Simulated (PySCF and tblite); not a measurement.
Results of a calculation; reference values are marked as such.
**Barrier and rate of a pyramidal inversion**

System: C₅H₉N, numbered as in [CH2:1]=[C:2]1[CH2:3][N:4]([CH3:5])[CH2:6]1.

Motion: pyramidal inversion at N4. Geometries: PBE0-D3(BJ)/def2-SVP; energies: PBE0/pcSseg-1 + D3(BJ); zero-point and thermal terms from GFN2-xTB harmonic modes (soft modes blended into free rotors). Rates follow Eyring's equation with the number of equivalent paths and no tunnelling. Programs: tblite and PySCF.

| point | symmetry | E(GFN2) kcal/mol | E(DFT) kcal/mol | ZPE change kcal/mol | lowest mode cm⁻¹ | dipole D |
| --- | --- | --- | --- | --- | --- | --- |
| start | Cs | 0.0 | 0.0 | 0.00 | 90 | 0.83 |
| saddle | Cs | 7.0 | 6.1 | -1.05 | 308i | 0.39 |
| end | Cs | 0.0 | 0.0 | 0.00 | 90 | 0.83 |

| Item | Value |
| --- | --- |
| Electronic barrier | 6.1 kcal/mol |
| Barrier with zero-point energy | 5.1 kcal/mol |
| ΔH‡ (298 K) | 5.0 kcal/mol |
| ΔS‡ (298 K, symmetry apart) | 0.6 cal/(mol K) |
| Paths | 2 equivalent paths |
| End point | the same structure with atoms interchanged, or its mirror image |
| Mean lifetime of the start against this motion at 298 K | 290 ps |
| Cost | 100 s on 1 thread of INTEL XEON PLATINUM 8581C @ 2.10GHz, on a host shared with other jobs (rough), peak memory 0.73 GiB, launched as `OMP_NUM_THREADS=1 python ens_run.py task.json out` |

| T/K | ΔG‡ kcal/mol | k s⁻¹ |
| --- | --- | --- |
| 150 | 4.9 | 4.3×10⁵ |
| 200 | 4.9 | 3.9×10⁷ |
| 250 | 4.8 | 6×10⁸ |
| 298 | 4.8 | 3.5×10⁹ |
| 350 | 4.9 | 1.4×10¹⁰ |
| 400 | 4.9 | 3.6×10¹⁰ |
| 500 | 5.0 | 1.4×10¹¹ |

ΔG and ΔG‡ leave out symmetry numbers and mirror images; rates count paths: 2 out.
